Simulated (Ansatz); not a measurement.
# CH₅N (singlet): wave-function methods side by side, cc-pVTZ

How much of the correlation energy of CH₅N (singlet) does each wave-function method recover here?

Computed with Ansatz 0.2.0, Gaussian basis. Level: cc-pVTZ, core rule «outside noble gas», up to 2 orbitals frozen.

The runs, in order: UHF; CCSD(T) on RHF; BCCD(T) on RHF; CISD; CCSDT(Q) on RHF; CASSCF and NEVPT2, 14 electrons in 13 orbitals.

14 further runs of the same task are left out: 1 that didn't finish, 13 set aside as unsound or not needed.

## Step 1: What is computed

The geometry is an MP2(full)/6-31G* stationary point (not a proven minimum).

7 atoms, charge 0, spin multiplicity 1.

Atoms are counted from 1 here; the program's logs count them from 0.

Bond lengths: C1–N2 1.464 Å, C1–H3 1.100 Å, C1–H6 1.092 Å, C1–H7 1.092 Å, N2–H4 1.018 Å, N2–H5 1.018 Å. Angles: N2–C1–H3 115.4°, N2–C1–H6 108.8°, N2–C1–H7 108.8°, H3–C1–H6 108.0°, H3–C1–H7 108.0°, H6–C1–H7 107.5°, C1–N2–H4 109.5°, C1–N2–H5 109.5°, H4–N2–H5 105.9°.

## Step 2: UHF

Contents of in.yaml:

```yaml
crystal:
  periodic: [false, false, false]
  atoms:
    - {symbol: C, position_ang: [0.030223, 0.739186, 0.000000]}
    - {symbol: N, position_ang: [0.030223, -0.724852, 0.000000]}
    - {symbol: H, position_ang: [-0.963248, 1.210956, 0.000000]}
    - {symbol: H, position_ang: [-0.479694, -1.064669, 0.812370]}
    - {symbol: H, position_ang: [-0.479694, -1.064669, -0.812370]}
    - {symbol: H, position_ang: [0.571250, 1.091491, 0.880670]}
    - {symbol: H, position_ang: [0.571250, 1.091491, -0.880670]}
basis:
  gaussian: {orbitals: cc-pVTZ}
magnetization: {spin_polarized: true, initial_magnetization: 0}
hamiltonian: {xc: hf}
output: {orbitals: {seedname: orbitals}}
```

Run with:

```
ansatz run in.yaml --threads 1 --pin off --events-out ev --progress --plain --max-ram 3956MiB --backend cpu
```

Further steps of the session: CCSD(T) on RHF; BCCD(T) on RHF; CISD; CCSDT(Q) on RHF; CASSCF and NEVPT2, 14 electrons in 13 orbitals.

Before running them: what should the planned runs give, taken together? Wanted: RCCSDT(Q) below the RHF energy; RMP2 from RCCSDT(Q); RCCSD from RCCSDT(Q); RCCSD(T) from RCCSDT(Q); NEVPT2 valence from RCCSDT(Q); T1 diagnostic; effectively unpaired electrons.

The runs gave:

| quantity | value |
| --- | --- |
| RCCSDT(Q) below the RHF energy | -12.1046 eV |
| RMP2 from RCCSDT(Q) | +1088.9 meV |
| RCCSD from RCCSDT(Q) | +429.2 meV |
| RCCSD(T) from RCCSDT(Q) | +25.2 meV |
| NEVPT2 valence from RCCSDT(Q) | +1586.2 meV |
| levels within 1 kcal/mol (43 meV) | RCCSD(T), BCCD(T), RCCSDT |
| T1 diagnostic | 0.007 |
| effectively unpaired electrons | 0.02 |

RCCSD(T) lands +25.2 meV from the yardstick (0.2 % of the correlation energy). One determinant dominates. These misses are within one basis, not against nature.
